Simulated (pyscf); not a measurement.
Optimised with ωB97X-D3(BJ)/def2-SVP in PySCF.

SMILES: [Cl][V]([Cl])([F])=[O]
```xyz
5

O      0.9414     0.8979    -0.5904
V      0.7273    -0.3288     0.2831
F      1.1045     0.0899     1.8833
Cl    -1.3112    -0.9103     0.1027
Cl     2.0125    -1.8695    -0.4243
```
Charge 0, spin multiplicity 1.

Question: What is the homolytic dissociation enthalpy (298 K, ωB97M-D3(BJ)/def2-TZVP) of the F–V bond of `[O]=[V]([F])([Cl])[Cl]`, to [O=V(Cl)–Cl]• + F•?

Answer: F–V to [O=V(Cl)–Cl]• + F•: 101.0 kcal/mol. The 7 functionals that were run give +91.8 (M06-2X) to +123.8 kcal/mol (PBE). The radicals are drawn with the spin at the cut bond; how far it spreads was not checked. Other isomers of [O=V(Cl)–Cl]• were not searched in full and may lie lower. Left out: the spin-orbit lowering of F. Open-shell species with a d-block atom are single-reference here; other states, and whether the spin sits on metal or ligand, were not checked.
